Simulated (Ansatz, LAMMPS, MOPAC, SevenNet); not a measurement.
Antifluorite Mg₂Si, elastic constant C12

Reference value: 22 GPa (measured, temperature not stated, not corrected to a static lattice; as tabulated in Råsander and Moram (2015), arXiv:1505.02379).

```csv
level (code),value (GPa),cell (Å³/atom),difference (%)
MEAM AlSiMgCuFe.meam (LAMMPS),26.3,23.05,+19.5
PM7 semi-empirical Hartree-Fock (MOPAC),88.5,18.56,+302
SevenNet-0,40.9,21.47,+86
LDA (Ansatz),26.4,20.44,+20.0
BLYP (Ansatz),19.1,21.97,-13.2
PBE (Ansatz),23.0,21.49,+4.5
PBEsol (Ansatz),24.4,21.10,+10.9
revPBE (Ansatz),21.3,21.94,-3.2
RPBE (Ansatz),21.1,22.05,-4.1
PBE-D3(BJ) (Ansatz),26.0,20.58,+18.2
HSE06 (Ansatz),23.8,21.21,+8.2
PBE0 (Ansatz),24.0,21.17,+9.1
```

Leaving aside MEAM AlSiMgCuFe.meam (doubt noted below): The reference's temperature isn't stated, so close values are not ranked against it. Off by more than 25 %, or 35 % on the side where a correction would as a rule narrow the miss (bounds picked here): PM7 semi-empirical Hartree-Fock (MOPAC) (+302 %), SevenNet-0 (+86 %).

The reference isn't brought to a static lattice, while the calculations are for one, so the differences are not the levels' errors alone.  MEAM AlSiMgCuFe.meam: the potential file covers more elements than this solid holds. PM7 semi-empirical Hartree-Fock (MOPAC): the method was fitted mainly to molecules. PM7 semi-empirical Hartree-Fock (MOPAC): the run uses a supercell at the zone centre in place of a k mesh. PBE-D3(BJ): the dispersion coefficients are held fixed in the derivatives. Each level is taken at its own relaxed cell. K meshes differ between the levels. Ansatz's density-functional and Hartree–Fock values are scalar-relativistic unless marked +SOC, with PAW data made under PBE.

Empirical potentials (MEAM AlSiMgCuFe.meam) are fitted to chosen data: where that held the value shown, agreement is built in, and what lay outside the fit can be far off. Machine-learned potentials (SevenNet-0) are trained on DFT data: a solid inside that data is no test of them.

Differences are worked out from the printed values.

Ansatz is a quantum-chemistry and plane-wave program.
